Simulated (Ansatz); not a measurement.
# A workflow on [CF2NO2]+ (SMILES N#[O+].O=C(F)F)

Aim: a series of 45 runs (B3LYP-D3(BJ)/cc-pVTZ, HF/cc-pVTZ, revPBE0-D3(BJ)/cc-pVTZ, PBE-D4/cc-pVTZ, PBE/cc-pVTZ, CAM-B3LYP/cc-pVTZ, B97M-V/cc-pVTZ, B2PLYP/cc-pVTZ, and more) of [CF2NO2]+. 

The results are computed with Ansatz 0.2.0.

## Step 1: Starting point

[CF2NO2]+ has 6 atoms, charge +1, and is taken as a singlet. SMILES: `N#[O+].O=C(F)F`. The coordinates come from a GFN2-xTB relaxation.

Bond lengths: N1–O2 1.064 Å, O3–C4 1.187 Å, C4–F5 1.290 Å, C4–F6 1.283 Å. Angles: O3–C4–F5 124.6°, O3–C4–F6 124.6°, F5–C4–F6 110.7°. A long contact: O2–O3 2.097 Å.

## Step 2: A single-point energy at B3LYP-D3(BJ)/cc-pVTZ (run 1)

Contents of run.yaml:

```yaml
crystal:
  periodic: [false, false, false]
  atoms:
    - {symbol: N, position_ang: [-2.138140, -1.457690, -0.870070]}
    - {symbol: O, position_ang: [-1.479610, -1.378250, -0.038150]}
    - {symbol: O, position_ang: [-0.136580, 0.215090, -0.272210]}
    - {symbol: C, position_ang: [0.846720, 0.683500, 0.199650]}
    - {symbol: F, position_ang: [1.525760, 0.150520, 1.158430]}
    - {symbol: F, position_ang: [1.381850, 1.786840, -0.177650]}
basis:
  gaussian:
    orbitals: cc-pVTZ
total_charge: 1
hamiltonian:
  xc: {name: B3LYP}
  dispersion: d3bj
```

Run with:

```
$ ansatz run run.yaml --threads 1 --pin off --max-ram 2610MiB --events-out events.jsonl --progress --plain --runs-dir runs
```

Log:

```text
Warning: RAYON_NUM_THREADS=1 ignored (pool sized by the plan → 1); use --threads N
Functional definition: B3LYP
  name "B3LYP"
  parameter a0 = 0.2
  parameter ax = 0.72
  parameter ac = 0.81
  exchange = (1 - a0 - ax)*slater_x + ax*b88_x + a0*exact_x
  correlation = (1 - ac)*vwn_rpa_c + ac*lyp_c
965 factors; their error is unknown
mean field evaluation 1: about -12037.7549 eV, gradient 8.6e1 eV
mean field evaluation 2: about -11881.6095 eV, gradient 2.1e2 eV
mean field evaluation 4: about -12046.8770 eV, gradient 2.0e1 eV
mean field evaluation 8: about -12047.7114 eV, gradient 8.7e-1 eV
mean field evaluation 16: about -12047.7117 eV, gradient 1.9e-4 eV
mean field -12047.71165140 eV, -442.7452369566 hartree, gradient 5.3e-5 eV, S^2 0.000000; 0 other end points of the search recorded, 0 dependent functions left out
reference -12047.71183033 eV, -442.7452435322 hartree; 23, 23 occupied and 157, 157 virtual orbitals, 965 factors
Total energy: -12047.83835010 eV, -442.7498930479 hartree
```

It took 6 s on 1 thread of Intel Xeon at 2.70GHz, shared host; peak memory 0.32 GiB.

## Step 3: NO+: a single-point energy at B3LYP-D3(BJ)/cc-pVTZ (run 2)

Contents of molecule.yaml:

```yaml
crystal:
  periodic: [false, false, false]
  atoms:
    - {symbol: "N", position_ang: [-2.138140, -1.457690, -0.870070]}
    - {symbol: O, position_ang: [-1.479610, -1.378250, -0.038150]}
basis:
  gaussian:
    orbitals: cc-pVTZ
total_charge: 1
hamiltonian:
  xc: {name: B3LYP}
  dispersion: d3bj
```

Run with:

```
$ ansatz run molecule.yaml --threads 1 --pin off --max-ram 2610MiB --events-out events.jsonl --progress --plain --runs-dir runs
```

Log, shortened:

```text
Warning: RAYON_NUM_THREADS=1 ignored (pool sized by the plan → 1); use --threads N
[... 7 set-up lines as earlier in the session ...]
342 factors; their error is unknown
mean field evaluation 1: about -3521.8920 eV, gradient 5.7e1 eV
mean field evaluation 2: about -3505.7134 eV, gradient 1.1e2 eV
mean field evaluation 4: about -3526.2199 eV, gradient 1.3e0 eV
mean field evaluation 8: about -3526.2228 eV, gradient 7.1e-3 eV
mean field -3526.22280196 eV, -129.5862978124 hartree, gradient 1.7e-5 eV, S^2 0.000000; 0 other end points of the search recorded, 0 dependent functions left out
reference -3526.22291184 eV, -129.5863018505 hartree; 7, 7 occupied and 53, 53 virtual orbitals, 342 factors
Total energy: -3526.23870075 eV, -129.5868820823 hartree
```

It took 0.49 s on 1 thread of Intel Xeon at 2.70GHz, shared host.

Runs 3 to 28 aren't shown in full; the table further down has their settings and results.

## Step 4: CF2O: the energy at CAM-B3LYP/cc-pVTZ (run 29)

Contents of job.yaml:

```yaml
crystal:
  periodic: [false, false, false]
  atoms:
    - symbol: O
      position_ang: [-0.136580, 0.215090, -0.272210]
    - symbol: C
      position_ang: [0.846720, 0.683500, 0.199650]
    - symbol: F
      position_ang: [1.525760, 0.150520, 1.158430]
    - symbol: F
      position_ang: [1.381850, 1.786840, -0.177650]
basis:
  gaussian:
    orbitals: cc-pVTZ
hamiltonian:
  xc: {name: CAM-B3LYP}
```

Run with:

```
$ ansatz run job.yaml --threads 1 --pin off --max-ram 2610MiB --events-out events.jsonl --progress --plain --runs-dir runs
```

Log:

```text
Warning: RAYON_NUM_THREADS=1 ignored (pool sized by the plan → 1); use --threads N
Functional definition: CAM-B3LYP
  name "CAM-B3LYP"
  parameter alpha = 0.19
  parameter beta = 0.46
  parameter omega = 0.33/bohr
[... 1 set-up line as earlier in the session ...]
  exchange = (1 - alpha - beta)*b88_x + beta*b88_x_sr(omega) + alpha*exact_x + beta*exact_x_lr(omega)
  correlation = (1 - ac)*vwn5_c + ac*lyp_c
623 factors; their error is unknown
120 factors; integrals over basis functions are off by at most 7.9e-6 eV
mean field evaluation 1: about -8513.9059 eV, gradient 5.7e1 eV
mean field evaluation 2: about -8507.0531 eV, gradient 8.8e1 eV
mean field evaluation 4: about -8518.6890 eV, gradient 3.5e0 eV
mean field evaluation 8: about -8518.7068 eV, gradient 3.4e-2 eV
mean field evaluation 16: about -8518.7017 eV, gradient 3.5e-5 eV
mean field -8518.70171051 eV, -313.0565136779 hartree, gradient 3.5e-5 eV, S^2 0.000000; 0 other end points of the search recorded, 0 dependent functions left out
reference -8518.70177206 eV, -313.0565159399 hartree; 16, 16 occupied and 104, 104 virtual orbitals, 623 factors
Total energy: -8518.70177206 eV, -313.0565159399 hartree
```

Run time: 2.5 s. Hardware: 1 thread of Intel Xeon at 2.70GHz, shared host; peak memory 0.18 GiB.

Runs 30 to 44 aren't shown in full; the table further down has their settings and results.

## Step 5: CF2O among ghost functions: the energy at rPW86-PBE/cc-pVTZ (with ghost functions) (run 45)

Contents of in.yaml:

```yaml
crystal:
  periodic: [false, false, false]
  atoms:
    - {symbol: O, position_ang: [-0.136580, 0.215090, -0.272210]}
    - {symbol: C, position_ang: [0.846720, 0.683500, 0.199650]}
    - {symbol: F, position_ang: [1.525760, 0.150520, 1.158430]}
    - {symbol: F, position_ang: [1.381850, 1.786840, -0.177650]}
basis:
  gaussian:
    orbitals: cc-pVTZ
    ghost_atoms: [{symbol: N, position_ang: [-2.138140, -1.457690, -0.870070]}, {symbol: O, position_ang: [-1.479610, -1.378250, -0.038150]}]
hamiltonian: {xc: {name: rPW86-PBE}}
```

Run with:

```
$ ansatz run in.yaml --threads 1 --pin off --max-ram 2610MiB --events-out events.jsonl --progress --plain --runs-dir runs
```

Log:

```text
Warning: RAYON_NUM_THREADS=1 ignored (pool sized by the plan → 1); use --threads N
Functional definition: rPW86-PBE
  name "rPW86-PBE"
  exchange = rpw86_x
  correlation = pbe_c
920 factors; their error is unknown
mean field evaluation 1: about -8529.8380 eV, gradient 6.3e1 eV
mean field evaluation 2: about -8498.4280 eV, gradient 1.4e2 eV
mean field evaluation 4: about -8535.3557 eV, gradient 9.6e0 eV
mean field evaluation 8: about -8535.4443 eV, gradient 1.8e-1 eV
mean field -8535.44436518 eV, -313.6717948882 hartree, gradient 3.2e-5 eV, S^2 0.000000; 0 other end points of the search recorded, 0 dependent functions left out
reference -8535.44442271 eV, -313.6717970025 hartree; 16, 16 occupied and 164, 164 virtual orbitals, 920 factors
Total energy: -8535.44442271 eV, -313.6717970025 hartree
```

Wall time 5.4 s (1 thread of Intel Xeon at 2.70GHz, shared host); peak memory 0.21 GiB.

## Step 6: All runs side by side

```
run                                          level  fragment atoms  contact  frozen core orbitals               partner  energy (Eh)  wall time
  1                           B3LYP-D3(BJ)/cc-pVTZ               –        –                     –                  base  -442.749893        6 s
  2                           B3LYP-D3(BJ)/cc-pVTZ          (1, 2)     base                     –              fragment  -129.586882     0.49 s
  3    B3LYP-D3(BJ)/cc-pVTZ (with ghost functions)          (1, 2)     base                     –  fragment with ghosts  -129.587054      5.1 s
  4                           B3LYP-D3(BJ)/cc-pVTZ    (3, 4, 5, 6)     base                     –              fragment  -313.141079      2.5 s
  5    B3LYP-D3(BJ)/cc-pVTZ (with ghost functions)    (3, 4, 5, 6)     base                     –  fragment with ghosts  -313.141491      4.8 s
  6                                     HF/cc-pVTZ               –        –                     –                  base  -440.710259      2.9 s
  7                                     HF/cc-pVTZ          (1, 2)     base                     –              fragment  -128.964918     0.17 s
  8              HF/cc-pVTZ (with ghost functions)          (1, 2)     base                     –  fragment with ghosts  -128.965146      1.4 s
  9                                     HF/cc-pVTZ    (3, 4, 5, 6)     base                     –              fragment  -311.737278      0.9 s
 10              HF/cc-pVTZ (with ghost functions)    (3, 4, 5, 6)     base                     –  fragment with ghosts  -311.737565      2.3 s
 11                         revPBE0-D3(BJ)/cc-pVTZ               –        –                     –                  base  -442.535600      4.2 s
 12                         revPBE0-D3(BJ)/cc-pVTZ          (1, 2)     base                     –              fragment  -129.529003     0.51 s
 13  revPBE0-D3(BJ)/cc-pVTZ (with ghost functions)          (1, 2)     base                     –  fragment with ghosts  -129.529155      3.6 s
 14                         revPBE0-D3(BJ)/cc-pVTZ    (3, 4, 5, 6)     base                     –              fragment  -312.987789      2.3 s
 15  revPBE0-D3(BJ)/cc-pVTZ (with ghost functions)    (3, 4, 5, 6)     base                     –  fragment with ghosts  -312.988178      5.1 s
 16                                 PBE-D4/cc-pVTZ               –        –                     –                  base  -442.329207      3.9 s
 17                                 PBE-D4/cc-pVTZ          (1, 2)     base                     –              fragment  -129.462325     0.47 s
 18          PBE-D4/cc-pVTZ (with ghost functions)          (1, 2)     base                     –  fragment with ghosts  -129.462475      2.6 s
 19                                 PBE-D4/cc-pVTZ    (3, 4, 5, 6)     base                     –              fragment  -312.838844      1.2 s
 20          PBE-D4/cc-pVTZ (with ghost functions)    (3, 4, 5, 6)     base                     –  fragment with ghosts  -312.839310      3.3 s
 21                                    PBE/cc-pVTZ               –        –                     –                  base  -442.326603      3.3 s
 22                                    PBE/cc-pVTZ          (1, 2)     base                     –              fragment  -129.462116     0.53 s
 23             PBE/cc-pVTZ (with ghost functions)          (1, 2)     base                     –  fragment with ghosts  -129.462266      2.6 s
 24                                    PBE/cc-pVTZ    (3, 4, 5, 6)     base                     –              fragment  -312.837319      1.8 s
 25             PBE/cc-pVTZ (with ghost functions)    (3, 4, 5, 6)     base                     –  fragment with ghosts  -312.837785      3.3 s
 26                              CAM-B3LYP/cc-pVTZ               –        –                     –                  base  -442.617297      6.9 s
 27                              CAM-B3LYP/cc-pVTZ          (1, 2)     base                     –              fragment  -129.541831     0.63 s
 28       CAM-B3LYP/cc-pVTZ (with ghost functions)          (1, 2)     base                     –  fragment with ghosts  -129.542006      3.9 s
 29                              CAM-B3LYP/cc-pVTZ    (3, 4, 5, 6)     base                     –              fragment  -313.056516      2.5 s
 30       CAM-B3LYP/cc-pVTZ (with ghost functions)    (3, 4, 5, 6)     base                     –  fragment with ghosts  -313.056945      6.3 s
 31                                 B97M-V/cc-pVTZ               –        –                     –                  base  -442.629400      8.1 s
 32                                 B97M-V/cc-pVTZ          (1, 2)     base                     –              fragment  -129.559483      1.5 s
 33          B97M-V/cc-pVTZ (with ghost functions)          (1, 2)     base                     –  fragment with ghosts  -129.559627        6 s
 34                                 B97M-V/cc-pVTZ    (3, 4, 5, 6)     base                     –              fragment  -313.045386      4.5 s
 35          B97M-V/cc-pVTZ (with ghost functions)    (3, 4, 5, 6)     base                     –  fragment with ghosts  -313.045770      7.8 s
 36                                 B2PLYP/cc-pVTZ               –        –                     6                  base  -442.496323       12 s
 37                                 B2PLYP/cc-pVTZ          (1, 2)     base                     2              fragment  -129.517598     0.87 s
 38          B2PLYP/cc-pVTZ (with ghost functions)          (1, 2)     base                     2  fragment with ghosts  -129.517858      7.2 s
 39                                 B2PLYP/cc-pVTZ    (3, 4, 5, 6)     base                     4              fragment  -312.961846      4.5 s
 40          B2PLYP/cc-pVTZ (with ghost functions)    (3, 4, 5, 6)     base                     4  fragment with ghosts  -312.962373      9.6 s
 41                              rPW86-PBE/cc-pVTZ               –        –                     –                  base  -443.534069      9.3 s
 42                              rPW86-PBE/cc-pVTZ          (1, 2)     base                     –              fragment  -129.835709     0.99 s
 43       rPW86-PBE/cc-pVTZ (with ghost functions)          (1, 2)     base                     –  fragment with ghosts  -129.835887        6 s
 44                              rPW86-PBE/cc-pVTZ    (3, 4, 5, 6)     base                     –              fragment  -313.671354      3.6 s
 45       rPW86-PBE/cc-pVTZ (with ghost functions)    (3, 4, 5, 6)     base                     –  fragment with ghosts  -313.671797      5.4 s
```

## Step 7: What came out

| quantity | value |
| --- | --- |
| CF2O among ghost functions, run 45: total energy | -313.67180 Eh |
| interaction energy of the rigid parts NO+ and CF2O (parts in their own basis), HF/cc-pVTZ | -0.219 eV |
| interaction energy of the rigid parts NO+ and CF2O (parts in their own basis), PBE-D4/cc-pVTZ | -0.763 eV |
| interaction energy of the rigid parts NO+ and CF2O (parts in the whole basis, counterpoise), PBE-D4/cc-pVTZ | -0.746 eV |
| interaction energy of the rigid parts NO+ and CF2O (parts in the whole basis, counterpoise), PBE/cc-pVTZ | -0.723 eV |
| interaction energy of the rigid parts NO+ and CF2O (parts in the whole basis, counterpoise), B97M-V/cc-pVTZ | -0.653 eV |
| interaction energy of the rigid parts NO+ and CF2O (parts in the whole basis, counterpoise), B2PLYP/cc-pVTZ | -0.438 eV |
| interaction energy of the rigid parts NO+ and CF2O (parts in their own basis), B2PLYP/cc-pVTZ | -0.459 eV |
| interaction energy of the rigid parts NO+ and CF2O (parts in the whole basis, counterpoise), rPW86-PBE/cc-pVTZ | -0.718 eV |

What this shows: At HF/cc-pVTZ: the interaction energy of the rigid parts NO+ and CF2O (parts in their own basis) is −0.22 eV (−5.1 kcal/mol): the parts attract. At PBE-D4/cc-pVTZ: the interaction energy of the rigid parts NO+ and CF2O (parts in their own basis) is −0.76 eV (−73.6 kJ/mol): the parts attract. At PBE-D4/cc-pVTZ: the interaction energy of the rigid parts NO+ and CF2O (parts in the whole basis, counterpoise) is −0.75 eV (−72.0 kJ/mol): the parts attract. The basis-set superposition error is 1.6 kJ/mol. At PBE/cc-pVTZ: the interaction energy of the rigid parts NO+ and CF2O (parts in the whole basis, counterpoise) is −0.72 eV (−69.7 kJ/mol): the parts attract. At B97M-V/cc-pVTZ: the interaction energy of the rigid parts NO+ and CF2O (parts in the whole basis, counterpoise) is −0.65 eV (−15.1 kcal/mol): the parts attract. Totals of different functionals can't be ranked against each other. All runs together took 2.9 min, the longest 12 s.
